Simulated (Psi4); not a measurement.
# A workflow on Na2H2 ((NaH)2 ring)

Aim: a structure relaxation (B3LYP/6-311G**), then vibrational wavenumbers, then the energy (MP2/cc-pVTZ), then the vertical excitations (TDA-B3LYP/6-311G**) of Na2H2 ((NaH)2 ring). 

The calculation is run with Psi4 1.11.

**1. Starting point**

Na2H2: 4 atoms, total charge 0, spin state singlet. The shape comes from GFN2-xTB, which is rough for such elements, and wasn't checked as a minimum. The run starts from this shape.

Bond lengths: Na1–H2 1.904 Å, H2–Na3 1.920 Å, Na1–H4 1.908 Å, Na3–H4 1.900 Å. Angles: Na1–H2–Na3 88.8°, Na1–H4–Na3 89.3°, H2–Na1–H4 91.1°, H2–Na3–H4 90.8°.

**2. A geometry optimisation at B3LYP/6-311G(d,p) (density fitting) (run 1)**

Contents of h2na2.xyz:

```xyz
4
H2Na2
Na     1.038550     0.596610    -0.593610
H     -0.598950     1.214560     0.157280
Na    -1.036820    -0.602620     0.597030
H      0.597210    -1.208550    -0.160710
```

Contents of calc.py:

```python
import psi4

psi4.set_memory('1600 MB')
psi4.set_num_threads(1)
psi4.core.set_output_file('run.log', False)

with open('h2na2.xyz') as f:
    atoms = ''.join(f.readlines()[2:])
geom = psi4.geometry('0 1\n' + atoms + '')

psi4.set_options(dict(basis='6-311G**', reference='rks', geom_maxiter=60))

e = psi4.optimize("b3lyp", molecule=geom)
print(f'total energy {e:.8f} hartree = {e * 27.211386:.5f} eV')
print(geom.to_string(dtype='xyz', units='Angstrom'))
```

The run is started by

```console
$ python calc.py
```

run.log:

```text
[...]
  Running in c1 symmetry.
[...]
  Nuclear repulsion =   36.320449084965873
[...]
  Multiplicity = 1
[...]
  Nalpha       = 12
  Nbeta        = 12
[...]
    Number of basis functions: 64
[...]
   @DF-RKS iter   1:  -325.66344376695901   -2.35227e-01   5.11725e-03 ADIIS/DIIS
[...]
   @DF-RKS iter   5:  -325.77625344417720   -2.55795e-12   1.52626e-09 DIIS
[...]
  @DF-RKS Final Energy:  -325.77625344417720
   => Energetics <=
    Nuclear Repulsion Energy =             34.2697161638841479
    One-Electron Energy =                -526.2283151146858700
    Two-Electron Energy =                 190.1303471136025962
    DFT Exchange-Correlation Energy =     -23.9480016069780852
    Empirical Dispersion Energy =           0.0000000000000000
    VV10 Nonlocal Energy =                  0.0000000000000000
    Total Energy =                       -325.7762534441772004
[...]
  -Total Gradient:
     Atom            X                  Y                   Z
    ------   -----------------  -----------------  -----------------
       1        0.000026122868     0.000017160785    -0.000015938420
       2       -0.000005963539    -0.000018437239     0.000005906114
       3       -0.000030765018     0.000011262472     0.000013508889
       4        0.000010620219    -0.000010097027    -0.000003460436
[...]
    Final optimized geometry and variables:
    Molecular point group: c1
    Full point group: C1
    Geometry (in Angstrom), charge = 0, multiplicity = 1:
    NA           1.080122504140     0.618735187386    -0.619027771105
    H           -0.697149983163     1.402612811758     0.186521849298
    NA          -1.080126861690    -0.618711011950     0.619022896751
    H            0.697249384422    -1.403164284169    -0.186410659087
[...]
```

The script printed:

```text
Some dependencies such as QCElemental have not yet finished migration to pydantic v2. If issues are encountered please downgrade pydantic or upgrade QCElemental as appropriate
	Previous geometry is closer to target in internal coordinates, so using that one.

	Best geometry has RMS(Delta(q)) = 5.23e-04

	Previous geometry is closer to target in internal coordinates, so using that one.

	Best geometry has RMS(Delta(q)) = 7.24e-04

	Previous geometry is closer to target in internal coordinates, so using that one.

	Best geometry has RMS(Delta(q)) = 1.27e-05

	Previous geometry is closer to target in internal coordinates, so using that one.

	Best geometry has RMS(Delta(q)) = 5.54e-06

Optimizer: Optimization complete!
total energy -325.77625344 hartree = -8864.82338 eV
4
0 1 H2Na2
Na                    1.080122504140     0.618735187386    -0.619027771105
H                    -0.697149983163     1.402612811758     0.186521849298
Na                   -1.080126861690    -0.618711011950     0.619022896751
H                     0.697249384422    -1.403164284169    -0.186410659087
```

Run time: 18 s. Hardware: 1 thread of Intel Xeon Platinum 8488C (Sapphire Rapids), shared host; peak memory 0.38 GiB.

The path in brief:

```csv
step,energy from the first frame kept (eV),largest force (eV/Å)
0,0.0000,1.1265
1,-0.1642,0.6467
2,-0.2475,0.2097
3,-0.2568,0.0680
4,-0.2577,0.0429
5,-0.2581,0.0382
6,-0.2585,0.0147
7,-0.2586,0.0018
```

After the run. Bond lengths: Na1–H2 2.103 Å, H2–Na3 2.102 Å, Na1–H4 2.103 Å, Na3–H4 2.103 Å. Angles: Na1–H2–Na3 82.8°, Na1–H4–Na3 82.8°, H2–Na1–H4 97.2°, H2–Na3–H4 97.2°.

**3. The harmonic vibrations at B3LYP/6-311G(d,p) (density fitting) (run 2)**

Contents of calc.dat:

```
memory 1600 mb

molecule molecule1 {
  0 1
  Na     2.04263331     1.16403917    -1.16683407
  H     -1.31592590     2.64535201     0.35543481
  Na    -2.03964755    -1.17439676     1.17274325
  H      1.31910820    -2.65679808    -0.34930454
  units au
  symmetry c1
}

set globals {
  basis                      6-311G**
  reference                  rks
  t                          298.15
  rotational_symmetry_number 4
}

E = frequency('b3lyp')
print_variables()
```

The run is started by

```console
$ psi4 -i calc.dat -o calc.out -n 1
```

calc.out:

```text
[...]
  Running in c1 symmetry.
[...]
  Nuclear repulsion =   34.269705907808962
[...]
  Multiplicity = 1
[...]
  Nalpha       = 12
  Nbeta        = 12
[...]
    Number of basis functions: 64
[...]
   @DF-RKS iter   1:  -325.68686037681482   -2.88372e-01   4.69647e-03 ADIIS/DIIS
[...]
   @DF-RKS iter   8:  -325.77625334599639   -4.49063e-12   2.98192e-09 DIIS
[...]
  @DF-RKS Final Energy:  -325.77625334599639
   => Energetics <=
    Nuclear Repulsion Energy =             34.2685803591079363
    One-Electron Energy =                -526.2258346217354301
    Two-Electron Energy =                 190.1289784826339258
    DFT Exchange-Correlation Energy =     -23.9479775660028125
    Empirical Dispersion Energy =           0.0000000000000000
    VV10 Nonlocal Energy =                  0.0000000000000000
    Total Energy =                       -325.7762533459963379
[...]
  -Total Gradient:
     Atom            X                  Y                   Z
    ------   -----------------  -----------------  -----------------
       1        0.000023185334    -0.000000023211     0.000006513010
       2       -0.000007558658    -0.000012937649    -0.000013028816
       3       -0.000061005419     0.000022311514     0.000046500729
       4        0.000045498850    -0.000009434318    -0.000040302948
[...]
  ==> Harmonic Vibrational Analysis <==
[...]
  Freq [cm^-1]                 228.7945            453.2517            656.6105
[...]
  IR activ [km/mol]             0.0000             755.5720             0.0050
[...]
  Freq [cm^-1]                 804.1235            849.8706            984.8914
[...]
  IR activ [km/mol]            928.8158            930.8650             0.0022
[...]
  Total E_0, Enthalpy at 0 [K]                                                         -325.76719194 [Eh]
[...]
```

Standard output:

```text
Warning: used thermodynamics relations inappropriate for low-frequency modes: ['228.7945' '453.2517']
```

It took 47 s on 1 thread of Intel Xeon Platinum 8488C (Sapphire Rapids), shared host; peak memory 0.37 GiB.

**4. The energy at MP2/cc-pVTZ (density fitting, density fitting for correlation) (run 3)**

Contents of calc.py:

```python
import psi4

psi4.set_memory('1600 MB')
psi4.set_num_threads(1)
psi4.set_output_file('h2na2.out', False)

molecule = psi4.geometry("""
Na     1.080915     0.615983    -0.617462
H     -0.696358     1.399860     0.188088
Na    -1.079335    -0.621464     0.620589
H      0.698042    -1.405917    -0.184844
""")

psi4.set_options({
    'reference': 'rhf',
    'freeze_core': True,
})

E = psi4.energy("mp2/cc-pVTZ", molecule=molecule)
print(f'mp2/cc-pVTZ energy: {E:.10f} Eh')
for k, v in sorted(psi4.core.scalar_variables().items()):
    print(f'{k:45s} {v:18.10f}')
```

The run is started by

```console
$ python calc.py
```

h2na2.out:

```text
[...]
  Running in c1 symmetry.
[...]
  Nuclear repulsion =   34.269705899019350
[...]
  Multiplicity = 1
[...]
  Nalpha       = 12
  Nbeta        = 12
[...]
    Number of basis functions: 96
[...]
   @DF-RHF iter   1:  -324.81993856785067   -4.68150e-01   1.49210e-03 ADIIS/DIIS
[...]
   @DF-RHF iter   8:  -324.84306636419848   -3.24007e-12   1.27996e-09 DIIS
[...]
    Orbital Energies [Eh]
    ---------------------
    Doubly Occupied:
       1A    -40.434426     2A    -40.434401     3A     -2.758356
       4A     -2.757951     5A     -1.483605     6A     -1.481676
       7A     -1.481139     8A     -1.479595     9A     -1.479186
      10A     -1.478777    11A     -0.326019    12A     -0.280609
[...]
  @DF-RHF Final Energy:  -324.84306636419848
   => Energetics <=
    Nuclear Repulsion Energy =             34.2697058990193497
    One-Electron Energy =                -526.4740634151838776
    Two-Electron Energy =                 167.3612911519660997
    Total Energy =                       -324.8430663641984211
[...]
 Multipole Moments:
 ------------------------------------------------------------------------------------
     Multipole            Electronic (a.u.)      Nuclear  (a.u.)        Total (a.u.)
 ------------------------------------------------------------------------------------
 L = 1.  Multiply by 2.5417464519 to convert [e a0] to [Debye]
 Dipole X            :         -0.0002304            0.0000975           -0.0001329
 Dipole Y            :          0.0013283           -0.0005399            0.0007884
 Dipole Z            :         -0.0002638            0.0001097           -0.0001542
 Magnitude           :                                                    0.0008143
[...]
```

The script printed:

```text
mp2/cc-pVTZ energy: -324.8984569360 Eh
CURRENT CORRELATION ENERGY                         -0.0553905718
CURRENT ENERGY                                   -324.8984569360
CURRENT REFERENCE ENERGY                         -324.8430663642
CUSTOM SCS-MP2 CORRELATION ENERGY                  -0.0658082989
CUSTOM SCS-MP2 TOTAL ENERGY                      -324.9088746631
DD SOLVATION ENERGY                                 0.0000000000
HF KINETIC ENERGY                                 324.9255556084
HF POTENTIAL ENERGY                              -649.7686219726
HF TOTAL ENERGY                                  -324.8430663642
HF VIRIAL RATIO                                     1.9997461288
MP2 CORRELATION ENERGY                             -0.0553905718
MP2 DOUBLES ENERGY                                 -0.0553905718
MP2 OPPOSITE-SPIN CORRELATION ENERGY               -0.0546285866
MP2 SAME-SPIN CORRELATION ENERGY                   -0.0007619852
MP2 SINGLES ENERGY                                 -0.0000000000
MP2 TOTAL ENERGY                                 -324.8984569360
NUCLEAR REPULSION ENERGY                           34.2697058990
ONE-ELECTRON ENERGY                              -526.4740634152
PCM POLARIZATION ENERGY                             0.0000000000
PE ENERGY                                           0.0000000000
SCF ITERATION ENERGY                             -324.8430663642
SCF ITERATIONS                                      8.0000000000
SCF TOTAL ENERGY                                 -324.8430663642
SCS-MP2 CORRELATION ENERGY                         -0.0658082989
SCS-MP2 TOTAL ENERGY                             -324.9088746631
TWO-ELECTRON ENERGY                               167.3612911520
```

Wall time 4.8 s (1 thread of Intel Xeon Platinum 8488C (Sapphire Rapids), shared host); peak memory 0.44 GiB.

**5. The excited states at TDA-B3LYP/6-311G(d,p) (density fitting, save jk yes) (run 4)**

Contents of job.py:

```python
import psi4

psi4.set_memory('1600 MB')
psi4.set_num_threads(1)
psi4.set_output_file('psi4.out', False)

m = psi4.geometry("""
0 1
Na     2.04263331     1.16403917    -1.16683407
H     -1.31592590     2.64535201     0.35543481
Na    -2.03964755    -1.17439676     1.17274325
H      1.31910820    -2.65679808    -0.34930454
units au
symmetry c1
""")

psi4.set_options({
    'basis': '6-311G**',
    'reference': 'rks',
    'save_jk': True,
})

from psi4.driver.procrouting.response.scf_response import tdscf_excitations
E, wfn = psi4.energy("b3lyp", molecule=m, return_wfn=True)
states = tdscf_excitations(wfn, states=4, tda=True)
for k, s in enumerate(states, 1):
    print(f"root {k}: {s['EXCITATION ENERGY'] * 27.211386:.4f} eV  f = {s['OSCILLATOR STRENGTH (LEN)']:.4f}  {s['SYMMETRY']}")
print(f'b3lyp energy: {E:.10f} Eh')
```

The run is started by

```console
$ python job.py
```

psi4.out:

```text
[...]
  Running in c1 symmetry.
[...]
  Nuclear repulsion =   34.269705907808962
[...]
  Multiplicity = 1
[...]
  Nalpha       = 12
  Nbeta        = 12
[...]
    Number of basis functions: 64
[...]
   @DF-RKS iter   1:  -325.68686037676662   -2.88372e-01   4.69647e-03 DIIS/ADIIS
[...]
   @DF-RKS iter   6:  -325.77625344327640   -4.94758e-08   4.32861e-07 DIIS
[...]
  @DF-RKS Final Energy:  -325.77625344327640
   => Energetics <=
    Nuclear Repulsion Energy =             34.2697059078089623
    One-Electron Energy =                -526.2284981499985861
    Two-Electron Energy =                 190.1305488699098873
    DFT Exchange-Correlation Energy =     -23.9480100709966308
    Empirical Dispersion Energy =           0.0000000000000000
    VV10 Nonlocal Energy =                  0.0000000000000000
    Total Energy =                       -325.7762534432764028
[...]
 Multipole Moments:
 ------------------------------------------------------------------------------------
     Multipole            Electronic (a.u.)      Nuclear  (a.u.)        Total (a.u.)
 ------------------------------------------------------------------------------------
 L = 1.  Multiply by 2.5417464519 to convert [e a0] to [Debye]
 Dipole X            :         -0.0002261            0.0000975           -0.0001286
 Dipole Y            :          0.0012798           -0.0005399            0.0007399
 Dipole Z            :         -0.0002494            0.0001097           -0.0001398
 Magnitude           :                                                    0.0007639
[...]
                                    Excitation Energy         Total Energy        Oscillator Strength             Rotatory Strength
[...]
Excited State    1 (1 A):   0.11238 au   405.44 nm f = 0.0000
[...]
Excited State    2 (1 A):   0.14221 au   320.39 nm f = 0.0000
[...]
```

Standard output:

```text
root 1: 3.0580 eV  f = 0.0000  A
root 2: 3.8698 eV  f = 0.0000  A
root 3: 3.9250 eV  f = 0.0036  A
root 4: 4.3584 eV  f = 0.2466  A
b3lyp energy: -325.7762534433 Eh
```

Run time: 6.6 s. Hardware: 1 thread of Intel Xeon Platinum 8488C (Sapphire Rapids), shared host; peak memory 0.34 GiB.

The roots found:

```csv
excited state,energy (eV),strength,label
1,3.058,0.0000,A 1
2,3.870,0.0000,A 1
3,3.925,0.0036,A 1
4,4.358,0.2466,A 1
```

**6. What came out**

```
                                                                        quantity             value
                                  run 1, B3LYP/6-311G**: total energy at the end     -325.77625 Eh
                                            run 1, B3LYP/6-311G**: dipole moment            0.00 D
                                              run 1, B3LYP/6-311G**: HOMO energy          -4.91 eV
                                              run 1, B3LYP/6-311G**: LUMO energy          -1.04 eV
                                            run 1, B3LYP/6-311G**: HOMO–LUMO gap           3.87 eV
                               run 2, B3LYP/6-311G**: lowest harmonic wavenumber          229 cm⁻¹
                              run 2, B3LYP/6-311G**: highest harmonic wavenumber          985 cm⁻¹
                                        run 2, B3LYP/6-311G**: zero-point energy       23.8 kJ/mol
run 2, B3LYP/6-311G**: ideal-gas entropy at 298.15 K (symmetry number 4 as used)  60.5 cal/(mol K)
                                                run 3, MP2/cc-pVTZ: total energy     -324.89846 Eh
                         run 3, MP2/cc-pVTZ: HOMO energy (Hartree–Fock orbitals)          -7.64 eV
                         run 3, MP2/cc-pVTZ: LUMO energy (Hartree–Fock orbitals)           0.30 eV
                       run 3, MP2/cc-pVTZ: HOMO–LUMO gap (Hartree–Fock orbitals)           7.93 eV
                run 3, MP2/cc-pVTZ: correlation energy (10 core orbitals frozen)         -55.4 mEh
                    run 4, TDA-B3LYP/6-311G**: ground-state or mean-field energy     -325.77625 Eh
              run 4, TDA-B3LYP/6-311G**: dipole moment (B3LYP Kohn–Sham density)            0.00 D
               run 4, TDA-B3LYP/6-311G**: HOMO energy (B3LYP Kohn–Sham orbitals)          -4.91 eV
               run 4, TDA-B3LYP/6-311G**: LUMO energy (B3LYP Kohn–Sham orbitals)          -1.04 eV
             run 4, TDA-B3LYP/6-311G**: HOMO–LUMO gap (B3LYP Kohn–Sham orbitals)           3.87 eV
                             run 4, TDA-B3LYP/6-311G**: lowest excitation energy           3.06 eV
```

In words: The optimisation (run 1, B3LYP/6-311G**) took 8 steps and changed the energy by -0.259 eV. All 6 modes (run 2, B3LYP/6-311G**) are real, so the shape is a minimum at this level. The brightest of the 4 transitions from the ground state lies at 4.36 eV (284 nm, f = 0.247); the lowest, at 3.06 eV, has f = 0.000.
